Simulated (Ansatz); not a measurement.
Basis-set extrapolation for C$_{3}$H$_{5}$ClO, SMILES `C=CC(O)Cl` (PBE0-D4/def2-TZVP geometry, frozen core, Ansatz). Multiplicity 1, RHF reference.

|  | def2-TZVPP | def2-QZVPP |
| --- | --- | --- |
| HF | -650.938364 | -650.959732 |
| MP2 correlation | -0.921773 | -0.992847 |
| CCSD(T) correlation | -1.003552 | not run |

Energies in hartree. Use E(X) = E(∞) + A·exp(−7.88·√X) for Hartree–Fock and E(X) = E(∞) + B·X^(−2.97) for correlation, with X = 3 and 4, and add CCSD(T) minus MP2 of the smaller set to the MP2 limit.

Task: What is the CCSD(T) energy at the basis-set limit?

Result: HF limit: -650.959732 + (-0.021368) × 0.13774 = -650.96268. MP2 limit: -0.992847 + (-0.071074) × 0.74074 = -1.04549. Higher-order term: -1.003552 − (-0.921773) = -0.08178. Total: -652.08995 hartree, 388.7 kJ/mol below CCSD(T)/def2-TZVPP.
